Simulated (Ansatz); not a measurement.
# How the zone-centre TO phonon frequency of rock-salt TiC moves with the method

No measured value is used here.

```json
[
 {"level (code)": "LDA (Ansatz)", "value (cm⁻¹)": "[?]", "cell (Å³/atom)": "9.67"},
 {"level (code)": "PBE (Ansatz)", "value (cm⁻¹)": "514", "cell (Å³/atom)": "10.17"},
 {"level (code)": "PBE-D3(BJ) (Ansatz)", "value (cm⁻¹)": "543", "cell (Å³/atom)": "9.88"},
 {"level (code)": "r²SCAN (Ansatz)", "value (cm⁻¹)": "510", "cell (Å³/atom)": "10.13"}
]
```

Problem. Complete the blanks.

Solution. 
- LDA (Ansatz, a program for electronic structure), value (cm⁻¹): 553

PBE-D3(BJ): the dispersion coefficients are held fixed in the derivatives. Each level is taken at its own relaxed cell. Cutoffs differ between the levels. Ansatz's density-functional and Hartree–Fock values are scalar-relativistic unless marked +SOC, with PAW data made under PBE.
